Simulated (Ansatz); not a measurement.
Born–Oppenheimer molecular dynamics of H$_{3}$OSSi (6 atoms, charge -1, multiplicity 1). It starts from a relaxed structure.

All numbers below come from RKS PBE0-D4/def2-SVP (Ansatz).

```json
{
 "ensemble": "NVT, Nosé–Hoover chain",
 "time step": "1 fs",
 "steps asked": "250",
 "set temperature": "300 K",
 "thermostat": "time constant 300 fs, chain length 1",
 "seed": "266272"
}
```

First frame:

```xyz
6
Properties=species:S:1:pos:R:3
O -0.359 -1.317 -0.032
Si 0.252 0.275 0.144
S -0.822 1.618 -0.942
H -1.105 -1.196 -0.633
H 1.733 0.137 -0.190
H 0.301 0.483 1.653
```

Problem. How far do the bonds stretch over the last three quarters of this one trajectory? (Pairs bonded in most of those frames.)

Solution. 
| bond | mean (Å) | spread (Å) | shortest | longest |
| --- | --- | --- | --- | --- |
| O1–Si2 | 1.726 | 0.048 | 1.65 | 1.80 |
| O1–H4 | 0.967 | 0.018 | 0.94 | 1.00 |
| Si2–S3 | 2.032 | 0.021 | 1.99 | 2.07 |
| Si2–H5 | 1.526 | 0.005 | 1.52 | 1.54 |
| Si2–H6 | 1.523 | 0.005 | 1.51 | 1.53 |

Mean temperature of the second half: 169 K. The conserved energy stayed within 0.48 meV per atom of its start (net change 0.3 meV per atom), so the integration is sound. The mean temperature of the second half is 44 % below the set value. A run of 0.25 ps of so small a system gives no equilibrium averages. Limits of this set-up: an anion without diffuse functions, the dipole of an ion depends on the origin.

Run time: 15 min on 1 thread of Intel(R) Xeon(R) Processor @ 2.50GHz (Skylake/Cascade Lake), on a shared host, peak memory 0.12 GiB.
